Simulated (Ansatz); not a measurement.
The same path of CH5Al + H3P (11 atoms, charge 0, multiplicity 1) was run 3 times with different band settings. Lost on the way: Al1–H2, P8–H11. Made: Al1–P8, H2–H11.

The calculation used RKS PBE-D4/def2-SVP (Ansatz 0.2.0).

Relaxed end points:

```xyz
11
Properties=species:S:1:pos:R:3
Al -0.033 0.125 0.213
H -0.155 0.625 1.739
H 1.424 0.096 -0.462
C -1.662 -0.086 -0.876
H -2.511 -0.506 -0.298
H -1.994 0.914 -1.238
H -1.506 -0.714 -1.777
P 0.230 -3.009 1.017
H -0.634 -2.769 -0.109
H 1.399 -2.531 0.327
H -0.046 -1.722 1.634
```

```xyz
11
Properties=species:S:1:pos:R:3
Al 0.077 -0.676 -0.117
H -0.292 0.542 1.793
H 1.380 0.255 -0.224
C -1.659 -0.118 -0.862
H -2.514 -0.642 -0.384
H -1.829 0.976 -0.777
H -1.696 -0.366 -1.946
P 0.321 -2.849 0.785
H -0.483 -3.438 -0.257
H 1.564 -3.079 0.093
H -0.357 -0.182 2.066
```

Common settings: spring 5.0 eV/Å²; optimiser quadratic models (default); force threshold 0.05 eV/Å; iteration limit 60; end points relaxed.

| run | movable images | climbing image | start path |
| --- | --- | --- | --- |
| 1 | 7 | yes | through a guess of the saddle point |
| 2 | 1 | no | through a guess of the saddle point |
| 3 | 7 | yes | straight line |

Question: What does each run give, and how far can it be trusted?

Answer: Run 1: converged after 11 iterations, highest image 0.582 eV above the first end. A vibrational analysis at the climbing image gives one clearly imaginary mode, 920i cm⁻¹: a first-order saddle point.
Run 2: converged after 11 iterations, highest image 0.203 eV above the first end. No image climbed, so the highest image needn't sit at the top of the path. A band with more images between the same ends climbed to 0.58 eV, so this one has probably stepped over the top. So few images can step over the top or miss a turn of the path.
Run 3: converged after 10 iterations, highest image 0.582 eV above the first end. Another band between the same ends (7 images) ends at a top of the same energy, where a vibrational analysis finds 1 clearly imaginary mode.
The orbitals stay closed-shell, which can raise the energy where a bond breaks towards radicals; this wasn't checked here.
